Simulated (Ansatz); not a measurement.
C4H9, SMILES `C[C](C)C` radical. The species carries charge 0 and has multiplicity 2.

```xyz
13

C    -0.5366   -1.1623   -0.7333
C    -0.1537   -0.0122    0.1244
C    -0.4345    1.3632   -0.3601
C     0.9081   -0.2058    1.1444
H    -0.5770   -2.0960   -0.1651
H    -1.5089   -1.0070   -1.2094
H     0.1892   -1.3234   -1.5490
H    -0.4083    2.0930    0.4540
H     0.3117    1.6953   -1.1024
H    -1.4101    1.4291   -0.8499
H     1.9159   -0.1796    0.6952
H     0.8169   -1.1735    1.6458
H     0.8871    0.5794    1.9055
```

Problem. Give the diagnostics of a CCSD(T)/def2-TZVPP run (frozen core, Ansatz 0.2.0). (An estimate is asked.)

Solution. Computed: T1 = 0.0111, largest single amplitude 0.031, largest double 0.014, (T) share of the correlation energy 3.6 %, 9 CCSD cycles. ⟨S²⟩ of the UHF reference is 0.765 against 0.75 for a pure state. T1 lies under the customary mark of 0.045 for open shells.
